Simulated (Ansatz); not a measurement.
## What a trial cell of AlP2 relaxes into

Method: DFT PBE, scalar-relativistic, plane waves, PAW (Ansatz 0.2.0). Cutoff 420 eV, Γ-centred k mesh, Gaussian smearing, no spin polarisation in the final step.

The start puts AlP2 on the sites of a reported TiSi2 cell (Fddd, No. 70), with Al in place of Ti, P in place of Si, at a guessed volume.

```
CELL_PARAMETERS angstrom
0.00000 4.22422 4.37142
2.44806 0.00000 4.37142
2.44806 4.22422 0.00000
ATOMIC_POSITIONS crystal
Al 0.75000 0.75000 0.75000
Al 0.50000 0.50000 0.50000
P 0.08300 0.41700 0.08300
P 0.41700 0.08300 0.41700
P 0.16700 0.83300 0.16700
P 0.83300 0.16700 0.83300
```

Cell and atoms relax at zero pressure; the relaxation can't lower the symmetry of the start. After a coarse first stage the cell is made exact in the group found at 0.06 Å.

The zero of energy is the elements' standard structures at the same level; no fitted shifts are applied.

**Question.** What does it relax into?

**Answer.** It keeps Fddd (No. 70). Conventional cell: a = 4.879 Å, b = 8.748 Å, c = 9.245 Å. Around Al lie 8 P at 2.68–2.78 Å; around P lie 1 P at 2.21 Å, 2 P at 2.51 Å and 4 Al at 2.68–2.78 Å.

```cif
data_structure
_symmetry_space_group_name_H-M 'Fddd:1'
_symmetry_Int_Tables_number 70
_cell_length_a 4.8792
_cell_length_b 8.7479
_cell_length_c 9.2445
_cell_angle_alpha 90.000
_cell_angle_beta 90.000
_cell_angle_gamma 90.000
_cell_volume 394.58
loop_
_atom_site_label
_atom_site_type_symbol
_atom_site_symmetry_multiplicity
_atom_site_Wyckoff_symbol
_atom_site_fract_x
_atom_site_fract_y
_atom_site_fract_z
_atom_site_occupancy
Al1 Al 8 a 0.00000 0.00000 0.00000 1
P1 P 16 g 0.00000 0.00000 0.61969 1
```

**Question.** What are its volume, energy, density and gap?

**Answer.** The volume per atom is 16.44 Å³. The density is 2.99 g/cm³ and the energy over the elements is 0.13 eV/atom. The gap on the 10×10×10 mesh is 0 eV (a metal).

The final run used a 10×10×10 mesh on its 6-atom cell and 0.10 eV smearing. The k mesh leaves about 4 meV/atom of noise in metals. A structure relaxed within its symmetry needn't be a true minimum.

Cost: 3 runs of about 6.9 core-minutes in all, on Intel Xeon Platinum 8259CL (Skylake/Cascade Lake) (shared hosts).